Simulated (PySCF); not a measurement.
# Shifts of the heteroatoms

Mapped SMILES: `[CH2:1]=[C:2]([CH:3]=[O:4])[CH2:5][F:6]`; H(Xn) means a hydrogen on atom n. Ha(C1) is cis to C3; Hb(C1) is trans to C3.

Theoretical values (PySCF 2.14): shieldings: GIAO PBE0/pcSseg-1, PBE0-D3(BJ)/def2-SVP geometry, spin–spin couplings from B3LYP/pcJ-1 (spin–dipole term only in couplings to heteroatoms). Single conformer, averaged over atoms made equivalent by symmetry, fast rotation or ring inversion, isolated molecule, no relativistic terms.

(1) Where does ¹⁹F resonate?

(2) What are the ¹⁷O shifts?

Results:

(1) 
| atoms | environment | σ (ppm) | δ (ppm) |
| --- | --- | --- | --- |
| F6 | fluorine on an sp3 carbon | 445.4 | -243.8 |

Shieldings were converted by a linear fit to measured shifts: ¹⁹F (scatter 6.9 ppm rms, 7.7 ppm with the 5 outliers that the fit left out vs CFCl3, solution or neat liquid, with a term for F on sp3 carbon). A few per cent of atoms miss by over 2 rms, more outside the fitted compound classes. Couplings are scaled by factors fitted to measured values: ²J(H,H) × 0.91 (rms 0.6 Hz), ¹J(C,F) × 0.77 (rms 7.3 Hz), ²J(C,F) × 1.09 (rms 1.9 Hz, 5.0 with 1 outliers), ³J(C,F) × 1.48 (rms 1.3 Hz); all others are unscaled and can be 10–30 % off.

Couplings (the largest are listed; each averaged over equivalent pairs): ¹J(C5,F6) = -183.7 Hz, ²J(F6,H(C5)) = 54.4 Hz, ²J(C2,F6) = 13.5 Hz, ³J(C1,F6) = 19.6 Hz, ³J(C3,F6) = 6.4 Hz.

On a 600 MHz spectrometer ¹⁹F resonates near 564.6 MHz, so 1 ppm is 564.6 Hz.

(2) 
```csv
atoms,environment,σ (ppm),δ (ppm)
O4,aldehyde oxygen,-346.4,573.0
```

Shieldings were converted by a linear fit to measured shifts: ¹⁷O: δ = 264.06 − 0.892σ (rms 13.4 ppm, 147 shifts, 14.2 ppm with the 1 outlier that the fit left out vs liquid water, solution or neat liquid). A few per cent of atoms miss by over 2 rms, more outside the fitted compound classes. Couplings are scaled by factors fitted to measured values: ²J(H,H) × 0.91 (rms 0.6 Hz), ¹J(C,F) × 0.77 (rms 7.3 Hz), ²J(C,F) × 1.09 (rms 1.9 Hz, 5.0 with 1 outliers), ³J(C,F) × 1.48 (rms 1.3 Hz); all others are unscaled and can be 10–30 % off.

Couplings (the largest are listed; each averaged over equivalent pairs; quadrupolar broadening usually hides them): ¹J(C3,O4) = 33.5 Hz, ²J(O4,H(C3)) = -4.0 Hz, ²J(C2,O4) = -1.6 Hz, ³J(C1,O4) = -1.7 Hz, ³J(O4,C5) = -1.7 Hz.

On a 600 MHz spectrometer ¹⁷O resonates near 81.3 MHz, so 1 ppm is 81.3 Hz.
